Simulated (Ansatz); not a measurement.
Antifluorite Mg₂Sn was calculated with B3LYP (VWN-RPA form) (PAW; Ansatz, an electronic-structure program).

Run with plane-wave cutoff 460 eV, 6×6×6 k mesh, Fermi–Dirac smearing 0.01 eV, scalar-relativistic PAW data made under PBE.

The cell is scaled about its equilibrium volume:

| V (Å³/atom) | P (GPa) | direct gap at Γ (eV) | smallest gap on the k mesh (eV) |
|---|---|---|---|
| 24.944 | 2.47 | 2.662 | 0.666 |
| 25.710 | 0.97 | 2.460 | 0.598 |
| 26.257 | 0.03 | 2.320 | 0.551 |
| 26.914 | -0.97 | 2.158 | 0.495 |
| 27.570 | -1.85 | 2.001 | 0.442 |

The fundamental gap (0.55 eV at the equilibrium volume, on the SCF mesh) lies elsewhere than Γ–Γ.

Measured, for comparison: band gap 0.36 eV (temperature not stated, not corrected to a static lattice, indirect, Γ–X; as tabulated in Ryu et al. (2019), arXiv:1905.06140).

Spin–orbit coupling is not included.
